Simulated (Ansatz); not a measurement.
For 1T (CdI2-type) SnSe2, PBEsol+SOC (Ansatz, a first-principles code, PAW) gives:

```
Property                                                      Value
---------------------------------------------------------  --------
equilibrium lattice constant a                              3.819 Å
c axis length                                               6.154 Å
bulk modulus B0                                            17.4 GPa
band gap at the measured cell (atoms relaxed with PBEsol)   0.41 eV
```

Question: What does r²SCAN (Ansatz, plane waves, PAW) give for the same quantities?

Answer: 
- lattice constant a: 3.841 Å (rises by 0.6 %)
- lattice parameter c: 6.528 Å (grows by 6.1 %)
- bulk modulus: 12.7 GPa (drops by 27 %)
- band gap at the measured cell (atoms relaxed with PBEsol): 0.81 eV (rises by 0.40 eV)

For comparison: lattice parameter c 6.14 Å (measured, temperature not stated, not corrected to a static lattice; as tabulated in Gonzalez and Oleynik (2016), arXiv:1609.04381); band gap 0.98 eV (measured, temperature not stated, not corrected to a static lattice, indirect, sources range from 0.98 to 1.06; as tabulated in Gonzalez and Oleynik (2016), arXiv:1609.04381).

Changes are worked out from the printed values.

Unless a cell is named, each level is at its own relaxed cell (PBEsol+SOC 25.91, r²SCAN 27.80 Å³/atom).

Spin–orbit coupling is included only where a level's name says +SOC; with heavier elements it mostly lowers gaps and can invert bands. Density-functional gaps are differences of (generalised) Kohn–Sham levels.

Caveats: the cell comes from a level without a dispersion term, which matters for the spacing of layers, chains or molecules (PBEsol+SOC, r²SCAN). Ansatz's density-functional and Hartree–Fock values are scalar-relativistic unless marked +SOC, with PAW data made under PBE.
